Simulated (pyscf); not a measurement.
**Four-centre exchange: •H₂Si–Cl (SMILES [SiH2]Cl) + H₂O (SMILES O) → HO–SiH₂• (SMILES O[SiH2]) + HCl (SMILES Cl)**

Gas phase, doublet surface, charge 0. Bonds broken: Si1–Cl2, O5–H6. Bonds formed: Si1–O5, Cl2–H6. Structures and frequencies: ωB97X-D3(BJ)/def2-SVP in PySCF. Correlated levels are frozen-core, on RHF or UHF. ΔMP2 is the change of the MP2 total energy from the triple- to the quadruple-zeta basis.

Transition state (Å):

```xyz
7

Si    -0.3889     0.8855    -0.1178
Cl     1.8583    -0.6118    -0.2501
H     -0.1264     1.4354     1.2400
H     -1.7944     1.2602    -0.5314
O     -0.7270    -0.8783     0.2368
H      0.3645    -1.1696     0.0934
H     -1.3211    -1.3338    -0.3781
```

One imaginary mode, 528i cm⁻¹; descent along it reached the two sides named, in the forms told below.

```json
[
 {"bond": "Si1–Cl2", "change": "breaks", "reactant side (Å)": "2.088", "saddle": "2.7", "product side": "3.7"},
 {"bond": "O5–H6", "change": "breaks", "reactant side (Å)": "0.967", "saddle": "1.139", "product side": "1.871"},
 {"bond": "Si1–O5", "change": "forms", "reactant side (Å)": "3.0", "saddle": "1.831", "product side": "1.693"},
 {"bond": "Cl2–H6", "change": "forms", "reactant side (Å)": "2.573", "saddle": "1.631", "product side": "1.298"}
]
```

Electronic energies relative to the separated reactants (eV):

```json
[
 {"level": "ωB97X-D3(BJ)/def2-TZVP", "barrier": "0.62", "reaction energy": "+0.19", "reverse barrier": "0.43"},
 {"level": "PBE/def2-TZVP", "barrier": "0.40", "reaction energy": "+0.14", "reverse barrier": "0.26"},
 {"level": "r²SCAN/def2-TZVP", "barrier": "0.44", "reaction energy": "+0.12", "reverse barrier": "0.33"},
 {"level": "B3LYP-D3(BJ)/def2-TZVP", "barrier": "0.52", "reaction energy": "+0.10", "reverse barrier": "0.41"},
 {"level": "PBE0-D3(BJ)/def2-TZVP", "barrier": "0.50", "reaction energy": "+0.17", "reverse barrier": "0.33"},
 {"level": "M06-2X/def2-TZVP", "barrier": "0.52", "reaction energy": "+0.12", "reverse barrier": "0.41"},
 {"level": "ωB97M-D3(BJ)/def2-TZVP", "barrier": "0.57", "reaction energy": "+0.11", "reverse barrier": "0.45"},
 {"level": "HF/def2-TZVP", "barrier": "1.19", "reaction energy": "+0.07", "reverse barrier": "1.12"},
 {"level": "MP2/def2-QZVPP", "barrier": "0.67", "reaction energy": "+0.16", "reverse barrier": "0.51"},
 {"level": "CCSD/def2-TZVPP", "barrier": "0.81", "reaction energy": "+0.10", "reverse barrier": "0.71"},
 {"level": "CCSD(T)/def2-TZVPP", "barrier": "0.72", "reaction energy": "+0.11", "reverse barrier": "0.62"},
 {"level": "CCSD(T)/def2-TZVPP + ΔMP2(QZVPP)", "barrier": "0.72", "reaction energy": "+0.13", "reverse barrier": "0.59"}
]
```

With CCSD(T)/def2-TZVPP + ΔMP2(QZVPP) energies and thermal terms (ideal gas, 1 atm, RRHO with modes under 100 cm⁻¹ raised to 100, one conformer, R ln 2 for rigid chiral ones), in eV:

| T (K) | ΔH‡ | ΔG‡ | ΔH | ΔG |
|---|---|---|---|---|
| 298 | 0.65 | 1.10 | +0.07 | +0.07 |
| 600 | 0.65 | 1.55 | +0.08 | +0.07 |
| 900 | 0.68 | 2.00 | +0.10 | +0.06 |
| 1200 | 0.71 | 2.43 | +0.12 | +0.04 |

On the product side the descent ends in a complex, 0.21 eV under the separated species and 0.64 eV under the saddle at ωB97X-D3(BJ)/def2-TZVP. This is the saddle that the search found; another between the same sides may lie lower. The CCSD(T) − MP2 part came from Ansatz, without density fitting, on the same reference.
